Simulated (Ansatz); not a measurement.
Compare A (`CC/C=C(\F)Cl`) with its isomer B (`FC1(Cl)CCC1`).

Calculated with Ansatz (gas phase, PBE0-D4/def2-TZVP geometries, no zero-point term in ΔE). CCSD(T)/CBS is the MP2 limit (def2-TZVPP, def2-QZVPP) plus CCSD(T) − MP2 in def2-TZVPP, frozen cores. DFT in def2-TZVPP. B3LYP here is the variant with VWN-RPA as its local correlation; programs differ in this. One conformer a species, not always the lowest.

A:

```xyz
12

C    -0.388    1.421    0.778
C     0.192    0.647   -0.401
C    -0.290   -0.764   -0.440
C     0.492   -1.825   -0.349
F     1.813   -1.745   -0.226
Cl   -0.042   -3.451   -0.374
H    -1.480    1.425    0.749
H    -0.081    0.974    1.726
H    -0.049    2.459    0.766
H     1.283    0.666   -0.363
H    -0.097    1.143   -1.335
H    -1.353   -0.951   -0.532
```

B:

Z-matrix (Å, degrees):
```
C
Cl 1 1.774
C 1 1.526 2 118.1
C 1 1.526 2 118.1 3 107.3
F 1 1.366 2 107.6 3 -126.4
C 3 1.546 1 87.6 2 139.9
H 3 1.089 1 111.3 2 26.6
H 3 1.089 1 115.0 2 -99.3
H 4 1.089 1 115.0 2 99.3
H 4 1.089 1 111.3 2 -26.6
H 6 1.089 3 116.5 1 -136.4
H 6 1.090 3 112.2 1 96.7
```

(1) Which is lower in electronic energy at CCSD(T)/CBS, and by how much? (Best estimate.)

(2) Give E(B) − E(A) in kJ/mol with B3LYP-D4, B2PLYP, B3LYP, HF/def2-TZVPP, CCSD(T)/def2-TZVPP, PBE-D4, r2SCAN-D4. (An estimate is asked.)

Largest T1 diagnostic: 0.011.

Results:

(1) Computed: B, by 7.4 kJ/mol.

(2) Computed: B3LYP-D4 7.2, B2PLYP 3.6, B3LYP 11.9, HF/def2-TZVPP 2.0, CCSD(T)/def2-TZVPP -6.7, PBE-D4 -2.1, r2SCAN-D4 -2.3. The order is the other way round with B3LYP-D4, B2PLYP, B3LYP, HF/def2-TZVPP.

From PBE to PBE0 (25 % exact exchange), in def2-TZVPP and without D4, E(B) − E(A) moves by −10.6 kJ/mol. In def2-TZVPP, CCSD(T) changes the Hartree–Fock value by −8.7 kJ/mol (the triples alone add +1.1 kJ/mol) and MP2 by −13.6 kJ/mol.
